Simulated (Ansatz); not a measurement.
Process, species as SMILES: N (NH3) → 3 H atom + N atom
B3LYP-D3(BJ)/def2-TZVP geometries, fixed; electronic energies without zero-point terms.

Basis-set convergence of the atomisation energy at CCSD(T) with Ansatz (an electronic-structure program). All functions are spherical. Cores are frozen. Open shells are unrestricted. No added dispersion term, no relativity. Functions are those of the species that has most. Reference: Hartree-Fock in aug-cc-pVQZ plus the correlation part extrapolated as X^-3 from aug-cc-pVTZ and aug-cc-pVQZ, 297.71 kcal/mol, itself unsure by roughly 0.98 kcal/mol (a third of the extrapolation step and of the last Hartree-Fock step).

```csv
basis,functions,atomisation energy (kcal/mol)
STO-3G,8,…
pcseg-0,15,230.80
def2-SVP,29,273.14
def2-TZVP,49,…
aug-cc-pVDZ,50,276.28
aug-pcseg-1,50,278.71
"6-311++G(2d,2p)",57,282.38
def2-TZVPD,64,284.00
def2-TZVPP,73,…
"6-311++G(3df,3pd)",93,291.48
aug-pcseg-2,115,…
pcseg-3,159,294.95
cc-pV5Z,256,295.86
```

Q: What belongs in the gaps?

A: 
- STO-3G, atomisation energy (kcal/mol): 251.01
- def2-TZVP, atomisation energy (kcal/mol): 281.61
- def2-TZVPP, atomisation energy (kcal/mol): 288.99
- aug-pcseg-2, atomisation energy (kcal/mol): 291.19
